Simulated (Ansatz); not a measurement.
C$_{5}$H$_{5}$F (`C=C(F)C#CC`), relaxed with RKS PBE-D4/def2-SVP in the Gaussian-basis code of Ansatz from a rough embedded geometry. The force threshold is 0.03 eV/Å; the program also tests the step.

The species carries charge 0 and has multiplicity 1.

Start:

```xyz
11

C    -0.559    1.649   -1.880
C    -0.693    0.377   -1.464
F    -1.366   -0.437   -2.264
C    -0.229   -0.206   -0.277
C     0.268   -0.615    0.756
C     0.788   -1.172    2.027
H    -0.953    1.988   -2.771
H     0.018    2.305   -1.217
H     0.684   -0.420    2.856
H     0.211   -2.044    2.321
H     1.831   -1.424    1.913
```

```tsv
step	energy (eV)	largest force (eV/Å)	largest move (Å)
1	-7965.5004	2.699	0.000
2	-7965.6883	0.935	0.054
3	-7965.7139	0.235	0.034
4	-7965.7143	0.359	0.042
5	-7965.7233	0.081	0.023
6	-7965.7242	0.034	0.017
7	-7965.7248	0.021	0.025
```

End:

```xyz
11

C    -0.543    1.671   -1.891
C    -0.694    0.400   -1.462
F    -1.387   -0.487   -2.217
C    -0.183   -0.146   -0.249
C     0.253   -0.623    0.795
C     0.772   -1.182    2.031
H    -0.981    1.987   -2.848
H     0.017    2.392   -1.283
H     0.671   -0.463    2.871
H     0.227   -2.108    2.313
H     1.848   -1.441    1.940
```

It took 8 s on 4 threads of an Arm Neoverse V1 on a shared host, with 0.14 GiB of host memory at the peak.
